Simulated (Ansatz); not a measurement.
**CH2SSi (SMILES [SiH]#CS): molecular dynamics**

The task is to watch the atoms for 40 steps of 0.25 fs, started with velocities for 100 K and run at constant energy.

Method: r2SCAN-D4/def2-SVP; program: Ansatz 0.2.0, Gaussian basis.

1 further run of the same task is left out (it didn't finish).

## (1) The starting structure

5 atoms, charge 0, spin multiplicity 1.

Atoms are counted from 1 here; the program's logs count them from 0.

Bond lengths: Si1–C2 1.719 Å, Si1–H4 1.454 Å, C2–S3 1.788 Å, S3–H5 1.333 Å. Angles: C2–Si1–H4 175.0°, Si1–C2–S3 119.2°, C2–S3–H5 93.1°.

As a file:

```
atom    x (Å)    y (Å)    z (Å)
 Si1  -1.3079   0.0010  -0.5386
  C2   0.0824   0.5170   0.3306
  S3   1.5397  -0.5195   0.3395
  H4  -2.5421  -0.3296  -1.2324
  H5   2.2279   0.3311   1.1009
```

## (2) Dynamics

The input, md/in.yaml:

```yaml
crystal:
  periodic: [false, false, false]
  atoms:
    - {symbol: Si, position_ang: [-1.307900, 0.001020, -0.538620]}
    - {symbol: C, position_ang: [0.082440, 0.516990, 0.330610]}
    - {symbol: S, position_ang: [1.539660, -0.519530, 0.339460]}
    - {symbol: H, position_ang: [-2.542050, -0.329570, -1.232390]}
    - {symbol: H, position_ang: [2.227850, 0.331080, 1.100940]}
basis:
  gaussian: {orbitals: def2-SVP}
hamiltonian: {xc: r2scan, dispersion: d4}
md: {n_steps: 40, timestep: 0.25, temperature: 100, ensemble: nve, seed: 414, initial_velocities: maxwell_boltzmann}
```

Started as:

```console
$ ansatz run in.yaml --threads 2 --pin off --events-out ev --progress --plain --max-ram 3481MiB
```

Q: Predict the outcome of this session. Wanted: temperature at the start; mean temperature, second half; lowest and highest potential energy, from the first frame; largest change of potential + kinetic.

**Answer**, as computed:

| quantity | value |
| --- | --- |
| length | 40 steps, 10.0 fs |
| temperature at the start | 100 K |
| mean temperature, second half | 647 K |
| lowest and highest potential energy, from the first frame | -300 and 0 meV |
| largest change of potential + kinetic | 0.1 meV |

With no thermostat the total energy should stay fixed; it holds within 0.1 meV, small beside the kinetic energy, so the time step serves. The instant temperature ranges from 100 to 873 K, as energy passes between motion and strain. The molecule keeps its bonds.
